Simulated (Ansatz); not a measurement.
# C₂H₄N+ (SMILES C=N[CH2+]): single points off equilibrium

An exercise on one series of results from a longer session: the logs are not shown, and one member is left open.

Computed with Ansatz 0.2.0, Gaussian basis. Level: single points in def2-TZVPP.

Correlated methods freeze the cores.

## Starting geometry

7 atoms, charge 1, spin multiplicity 1.

Atoms are counted from 1 here; the program's logs count them from 0.

Bond lengths: C1–N2 1.226 Å, C1–H4 1.091 Å, C1–H5 0.945 Å, N2–C3 1.326 Å, C3–H6 0.854 Å, C3–H7 1.098 Å. Angles: N2–C1–H4 114.0°, N2–C1–H5 124.2°, H4–C1–H5 121.6°, C1–N2–C3 178.7°, N2–C3–H6 120.6°, N2–C3–H7 120.5°, H6–C3–H7 118.7°.

Geometry (Å):

```xyz
7
C2H4N
C    -0.9971   -0.2130   -0.7793
N    -0.0719    0.0097   -0.0071
C     0.9462    0.2570    0.8050
H    -1.9817    0.0180   -0.3698
H    -0.8857   -0.4849   -1.6777
H     1.3644    1.0007    0.7647
H     1.3206   -0.5219    1.4815
```

Set-up of the first run:

run/in.yaml reads:

```yaml
crystal:
  periodic: [false, false, false]
  atoms:
    - {symbol: C, position_ang: [-0.997100, -0.213000, -0.779300]}
    - {symbol: N, position_ang: [-0.071900, 0.009700, -0.007100]}
    - {symbol: C, position_ang: [0.946200, 0.257000, 0.805000]}
    - {symbol: H, position_ang: [-1.981700, 0.018000, -0.369800]}
    - {symbol: H, position_ang: [-0.885700, -0.484900, -1.677700]}
    - {symbol: H, position_ang: [1.364400, 1.000700, 0.764700]}
    - {symbol: H, position_ang: [1.320600, -0.521900, 1.481500]}
basis:
  gaussian: {orbitals: def2-TZVPP}
total_charge: 1
correlation: {method: ccsd_t}
output: {forces: true}
```

The command line of these runs was not kept.

Steps of the session up to this table: CCSD(T)/def2-TZVPP; PBE0-D4/def2-TZVPP; wB97M-V/def2-TZVPP; r2SCAN-D4/def2-TZVPP; PBE-D4/def2-TZVPP; HSE06-D4/def2-TZVPP; SPW92/def2-TZVPP.

One table of the session follows, with a row left open; its other results are not shown here.

| method | RMS force component (eV/Å) | angle to CCSD(T) forces (°) |
| --- | --- | --- |
| CCSD(T) | 6.065 | reference |
| PBE0-D4 | 6.210 | 3.4 |
| wB97M-V | 6.116 | 2.4 |
| r2SCAN-D4 | 6.128 | 2.9 |
| PBE-D4 | ? | ? |
| HSE06-D4 | 6.209 | 3.3 |
| SPW92 | 6.281 | 4.8 |

**Question.** Estimate the row for PBE-D4.

**Answer.** RMS force component (eV/Å): 6.133; angle to CCSD(T) forces (°): 2.5. In the column «RMS force component (eV/Å)» it lies between r2SCAN-D4 (6.128) and HSE06-D4 (6.209).
